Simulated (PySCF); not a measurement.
C₂H₅O, SMILES CC[O] (connectivity only; charge and spin as stated), charge -1, multiplicity 1.

Geometry optimised at ωB97X-D3(BJ)/def2-SVPD. The spin state was assumed, not searched. The isomer is the one that the SMILES or the coordinates give; other isomers of the formula were not compared.

All values below come from SMD-PBE0/def2-SVPD run with PySCF.

Solvation free energies are E(SMD) − E(gas) at the gas-phase geometry, for 1 M in both phases.

```json
[
 {"solvent": "water", "ΔG(solv) (kcal/mol)": "-76.2", "its non-electrostatic (CDS) part": "2.5"},
 {"solvent": "2-propanol", "ΔG(solv) (kcal/mol)": "-70.3", "its non-electrostatic (CDS) part": "0.4"},
 {"solvent": "dimethylsulfoxide", "ΔG(solv) (kcal/mol)": "___", "its non-electrostatic (CDS) part": "___"}
]
```

**Question.** Complete the blanks. (An estimate is asked for; the answer gives what the named calculation found.)

**Answer.** 
- dimethylsulfoxide, ΔG(solv) (kcal/mol): -60.7
- dimethylsulfoxide, its non-electrostatic (CDS) part: -1.0
